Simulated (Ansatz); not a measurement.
# AlH4N: the cost of one run

The runs use Ansatz 0.2.0, Gaussian basis; PBE0-D4/def2-SVP.

16 further runs of the same task are left out: 16 set aside as unsound or not needed.

## (1) Where the work starts

The first end: 6 atoms, charge 0, spin multiplicity 1.

Atoms are counted from 1 here; the program's logs count them from 0.

Bond lengths: Al1–N2 1.766 Å, Al1–H3 1.583 Å, Al1–H4 1.583 Å, N2–H5 1.007 Å, N2–H6 1.007 Å. Angles: N2–Al1–H3 117.8°, N2–Al1–H4 117.9°, H3–Al1–H4 124.2°, Al1–N2–H5 124.9°, Al1–N2–H6 124.9°, H5–N2–H6 110.2°.

Coordinates:

```mol
AlH4N
  3D, bonds by distance, orders not assigned

  6  5  0  0  0  0  0  0  0  0999 V2000
   -0.3578    0.5755   -0.4764 Al  0  0
    0.4049   -0.6516    0.5396 N   0  0
   -0.0612    0.5372   -2.0313 H   0  0
   -1.2927    1.6428    0.2264 H   0  0
    0.2898   -0.7261    1.5374 H   0  0
    1.0171   -1.3778    0.2043 H   0  0
  1  2  8  0
  1  3  8  0
  1  4  8  0
  2  5  8  0
  2  6  8  0
M  END
```

The second end:

```xyz
6
AlH4N
Al   -1.5864    0.4089   -0.5432
N     0.3882   -0.4567   -0.0007
H     1.1213    0.1186   -0.4049
H    -0.9581    1.7539    0.2371
H     0.5028   -0.4095    1.0075
H     0.5323   -1.4152   -0.2959
```

## (2) The band at PBE0-D4/def2-SVP

neb/in.yaml

```yaml
crystal:
  periodic: [false, false, false]
  atoms:
    - {symbol: Al, position_ang: [-0.357843, 0.575457, -0.476422]}
    - {symbol: N, position_ang: [0.404923, -0.651591, 0.539561]}
    - {symbol: H, position_ang: [-0.061179, 0.537154, -2.031289]}
    - {symbol: H, position_ang: [-1.292733, 1.642833, 0.226392]}
    - {symbol: H, position_ang: [0.289813, -0.726081, 1.537368]}
    - {symbol: H, position_ang: [1.017119, -1.377772, 0.204290]}
basis:
  gaussian: {orbitals: def2-SVP}
hamiltonian: {xc: pbe0, dispersion: d4}
neb:
  images: 5
  climbing: true
  max_iterations: 40
  initial_path: idpp
  final_atoms:
    - {symbol: Al, position_ang: [-1.586413, 0.408888, -0.543206]}
    - {symbol: N, position_ang: [0.388217, -0.456669, -0.000666]}
    - {symbol: H, position_ang: [1.121312, 0.118599, -0.404921]}
    - {symbol: H, position_ang: [-0.958148, 1.753864, 0.237126]}
    - {symbol: H, position_ang: [0.502816, -0.409510, 1.007507]}
    - {symbol: H, position_ang: [0.532316, -1.415171, -0.295940]}
```

On the command line:

```bash
$ ansatz run in.yaml --threads 2 --pin off --events-out ev --progress --plain --max-ram 4352MiB
```

**Question.** How long does this run take on 2 threads of Arm Neoverse V2, shared host?

About 38 s.
